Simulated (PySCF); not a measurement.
**CH4Si (SMILES C=[SiH2]): MP2/STO-3G**

Aim: the vertical singlet–triplet gap of CH4Si at MP2/STO-3G, from 2 runs. 

The results are computed with PySCF 2.14.0.

5 further runs of the same task are left out: 5 set aside as unsound or not needed.

## Step 1: The system as given

CH4Si has 6 atoms, charge 0, and is taken as a singlet. SMILES: `C=[SiH2]`. The shape is that of a GFN2-xTB optimisation.

Bond lengths: C1–Si2 1.748 Å, C1–H3 1.077 Å, C1–H4 1.077 Å, Si2–H5 1.458 Å, Si2–H6 1.458 Å. Angles: C1–Si2–H5 124.5°, C1–Si2–H6 124.6°, Si2–C1–H3 122.4°, Si2–C1–H4 122.5°, H5–Si2–H6 110.9°, H3–C1–H4 115.0°.

## Step 2: A single-point energy at MP2/STO-3G

Input file run.py:

```python
from pyscf import gto, scf, mp

mol = gto.M(
    atom='''
C     -0.738690    -0.547160    -0.265100
Si     0.611270     0.451760     0.218260
H     -1.408510    -0.996610     0.448130
H     -0.962920    -0.758160    -1.296740
H      0.952980     0.765970     1.600750
H      1.545870     1.084200    -0.705300
''',
    basis='sto-3g',
    charge=0,
    spin=0,
    max_memory=1860,
    verbose=3,
)

hf = scf.RHF(mol)
hf.conv_tol = 1e-10
hf.kernel()
if not hf.converged:
    hf = hf.newton().run(hf.mo_coeff, hf.mo_occ)

pt = mp.MP2(hf, frozen=6).run()
etot = pt.e_tot
print(f'total energy: {etot:.8f} hartree')
```

Command:

```sh
$ OMP_NUM_THREADS=1 python run.py
```

The program printed:

```text
converged SCF energy = -325.214062166406
E(RMP2) = -325.336470662701  E_corr = -0.122408496295629
E(SCS-RMP2) = -325.347397234273  E_corr = -0.133335067867206
total energy: -325.33647066 hartree
```

It took 0.56 s on 1 thread of Arm Neoverse V2, shared host; peak memory 0.12 GiB.

## Step 3: The triplet at the same level

Input file run.py:

```python
from pyscf import gto, mp

mol = gto.M(
    atom='''
C     -1.395922    -1.033983    -0.500966
Si     1.155133     0.853703     0.412452
H     -2.661698    -1.883320     0.846843
H     -1.819655    -1.432715    -2.450483
H      1.800871     1.447474     3.024979
H      2.921271     2.048841    -1.332824
''',
    unit='bohr',
    max_memory=1860,
    verbose=3,
    spin=2,
    charge=0,
    basis='sto-3g',
)

calc0 = mol.UHF()
calc0.conv_tol = 1e-10
calc0.kernel()
if not calc0.converged:
    calc0 = calc0.newton().run(calc0.mo_coeff, calc0.mo_occ)

pt = mp.MP2(calc0, frozen=6).run()
etot = pt.e_tot
print('E = %.10f Eh' % etot)
```

Command:

```sh
$ OMP_NUM_THREADS=1 python run.py
```

The program printed:

```text
WARN: HOMO 0.138366926410601 >= LUMO -0.134539888126829

converged SCF energy = -325.171387494319  <S^2> = 2.0279055  2S+1 = 3.0185463
E(UMP2) = -325.234902113947  E_corr = -0.0635146196286812
E(SCS-UMP2) = -325.244444019408  E_corr = -0.0730565250888466
E = -325.2349021139 Eh
```

It took 0.6 s on 1 thread of Arm Neoverse V2, shared host; peak memory 0.12 GiB.

## Step 4: What came out

At MP2/STO-3G, 6 core orbitals frozen:

```
                                                           quantity          value
                                              singlet: total energy  -325.33647 Eh
                      singlet: dipole moment (Hartree–Fock density)         1.13 D
                       singlet: HOMO energy (Hartree–Fock orbitals)       -5.50 eV
                       singlet: LUMO energy (Hartree–Fock orbitals)        7.26 eV
                     singlet: HOMO–LUMO gap (Hartree–Fock orbitals)       12.77 eV
               singlet: correlation energy (6 core orbitals frozen)     -122.4 mEh
                                              triplet: total energy  -325.23490 Eh
                      triplet: dipole moment (Hartree–Fock density)         0.33 D
triplet: HOMO energy (Hartree–Fock orbitals) (highest over α and β)       -3.64 eV
 triplet: LUMO energy (Hartree–Fock orbitals) (lowest over α and β)        6.20 eV
               triplet: correlation energy (6 core orbitals frozen)      -63.5 mEh
                         triplet: ⟨S²⟩ of the reference determinant          2.028
                   vertical energy of the triplet above the singlet       2.764 eV
```

**Reading.** At this shape the triplet lies 2.76 eV (267 kJ/mol) above the singlet. In a minimal basis such a difference can be off by several eV, whatever the method. Mulliken charges (triplet) of the mean-field density run from -0.31 on C1 to +0.49 on Si2; they depend strongly on the basis.
